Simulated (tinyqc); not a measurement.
Hueckel theory of the pi electrons with the omega technique, for the molecule ClC1=CC=C1 (SMILES; centres numbered as the heavy atoms are written), step by step. Computed by tinyqc, a small Python program that keeps every step. Settings: charge = 0, omega = 1.4, damping = 0.7. Command: `OMP_NUM_THREADS=1 python tinyqc.py 29354 29355 out.jsonl` (the two numbers bound the seeds that draw the settings). One thread of a shared host (Intel(R) Xeon(R) Processor @ 2.60GHz), about 0.01 s of CPU time with the checks.

Centres:
```
centre,"z_r, pi electrons of the neutral centre",h
1Cl,2,2.0000
2C,1,0.0000
3C,1,0.0000
4C,1,0.0000
5C,1,0.0000
```

Bonds:
```
i,j,k
1,2,0.4000
2,3,1
3,4,1
4,5,1
5,2,1
```

Each round sets h_r = h_r(0) + omega (z_r - P_rr), keeping the share named as damping of the old diagonal; repeat until output and input diagonals agree to 1e-6.

Rounds:
```
round,sum n x,largest |h(out) - h(in)|
1,8.0986,7.05e-01
2,8.4711,9.78e-01
3,8.2850,8.17e-01
4,8.3699,9.12e-01
5,8.3534,8.56e-01
6,8.3356,8.89e-01
7,8.3783,8.70e-01
8,8.3239,8.81e-01
9,8.3873,8.74e-01
10,8.3200,8.78e-01
11,8.3907,8.76e-01
12,8.3187,8.77e-01
13,8.3919,8.77e-01
14,8.3183,8.77e-01
15,8.3923,8.77e-01
16,8.3181,8.77e-01
17,8.3925,8.77e-01
18,8.3181,8.77e-01
19,8.3926,8.77e-01
20,8.3181,8.77e-01
21,8.3926,8.77e-01
22,8.3181,8.77e-01
23,8.3926,8.77e-01
24,8.3181,8.77e-01
25,8.3926,8.77e-01
26,8.3181,8.77e-01
27,8.3926,8.77e-01
28,8.3181,8.77e-01
29,8.3926,8.77e-01
30,8.3181,8.77e-01
31,8.3926,8.77e-01
32,8.3181,8.77e-01
33,8.3926,8.77e-01
34,8.3181,8.77e-01
35,8.3926,8.77e-01
36,8.3181,8.77e-01
37,8.3926,8.77e-01
38,8.3181,8.77e-01
39,8.3926,8.77e-01
40,8.3181,8.77e-01
```

Can the last value be used, and what does the course show?

Not by the stop rule. Not converged within 40 rounds: the residual has stopped falling: the iteration swings between two states. Reruns: damping 0.5: not converged; damping 0.8: not converged.
